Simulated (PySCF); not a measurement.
C5H6N: g tensor and hyperfine couplings

Compound: C5H6N (doublet state).
Z-matrix (Å and degrees, GFN2-xTB geometry), rows numbered from 1:
```
C 
N   1  1.2172
C   2  1.3302  1  149.54
C   3  1.3380  2  123.86  1    88.03
C   4  1.4615  3  148.71  2    -6.27
C   4  1.4598  3  148.66  2   173.31
H   1  1.0818  2  121.92  3  -177.88
H   3  1.0849  2  114.84  1   -99.67
H   5  1.0827  4  119.05  6  -107.40
H   5  1.0826  4  118.99  6   107.54
H   6  1.0829  4  119.00  5   107.37
H   6  1.0825  4  119.01  5  -107.49
```

The hyperfine couplings belong to this conformer and change with its torsions.

As a line formula: `[H]/[C]=N/C=C1CC1` [radical].

Theory: UKS B3LYP, pcH-1 on C H N, non-relativistic, mean-field spin-orbit, GIAO in PySCF. Isolated species at its GFN2-xTB geometry (one conformer only). The geometry wasn't refined by DFT: couplings that depend on bond lengths, twists or pyramidal angles can differ widely from those at the functional's own minimum. The frame is twisted about the N2–C3 bond at this geometry (dihedral C1–N2–C3–C4 = 88°); couplings at other torsion angles weren't computed. Stability of the SCF solution: not tested.

```
g1, g2, g3                      : 1.99909, 2.00215, 2.00306
g_iso                           : 2.00143
Form of g                       : rhombic: the two nearest values differ by 23 % of g3 − g1
⟨S²⟩                            : 0.7641 (exact 0.7500)
α and β electrons               : 22, 21
HOMO–LUMO gap, α and β orbitals : 4.19, 4.75 eV
```

Isotropic coupling and dipolar principal values T1 to T3, in G (MHz turned into gauss with g_iso; 10 G = 1 mT):

| atom | isotope | a_iso | T1 | T2 | T3 | Mulliken spin population |
| --- | --- | --- | --- | --- | --- | --- |
| C1 | 13C | 76.6 | -16.0 | -14.4 | 30.4 | 0.53 |
| N2 | 14N | 2.2 | -5.9 | -4.9 | 10.8 | 0.20 |
| C3 | 13C | -0.3 | -8.0 | 2.5 | 5.5 | -0.13 |
| C4 | 13C | 11.0 | -9.7 | -8.7 | 18.4 | 0.32 |
| C5 | 13C | -3.5 | -0.3 | -0.1 | 0.4 | -0.02 |
| C6 | 13C | -3.5 | -0.5 | -0.1 | 0.6 | -0.02 |
| H7 | 1H | 75.7 | -5.6 | -2.4 | 8.0 | 0.07 |
| H8 | 1H | 1.2 | -1.5 | -0.6 | 2.1 | 0.00 |
| H9 | 1H | 9.2 | -0.7 | -0.3 | 1.0 | 0.01 |
| H10 | 1H | 11.1 | -0.6 | -0.4 | 1.0 | 0.01 |
| H11 | 1H | 10.8 | -0.6 | -0.5 | 1.1 | 0.01 |
| H12 | 1H | 10.3 | -0.7 | -0.5 | 1.1 | 0.01 |

Largest spin populations (Mulliken): C1 (+0.53), C4 (+0.32), N2 (+0.20) and C3 (-0.13). Three atoms exceed +0.15. The positive populations add up to 1.18 and the negative ones to -0.18, together 2S = 1.

C1, the radical centre as drawn in `[H]/[C]=N/C=C1CC1`, holds a spin population of +0.53 out of 1.

Axes: g1 points within 9° of the N2–C3 bond and g3 points within 6° of the C4–C5 bond.

Under fast tumbling the dipolar parts average out, and these isotropic splittings remain: 1 × 1H (H7, I = 1/2, 2 lines) with 7.57 mT, 2 × 1H (H11/H12, I = 1/2, 3 lines) with 1.06 mT, 2 × 1H (H9/H10, I = 1/2, 3 lines) with 1.01 mT, 1 × 14N (N2, I = 1, 3 lines) with 0.22 mT and 1 × 1H (H8, I = 1/2, 2 lines) with 0.12 mT.

Class means assume fast exchange of nuclei equivalent by connectivity; if that motion is slow, each nucleus keeps its own coupling. The 1H value of +28.4 MHz is a mean of couplings from 25.7 to 31.2 MHz in this one geometry, not an average over conformers.

The 13C coupling of C1 (214.6 MHz) shows only in satellite lines or after enrichment, since that isotope makes up about 1.07 % of natural carbon.

β density exceeds α density at some nuclei, such as C6 (-0.0087) and C5 (-0.0086), spin density in bohr⁻³. In a single determinant that takes different orbitals for the two spins, that is spin polarisation.
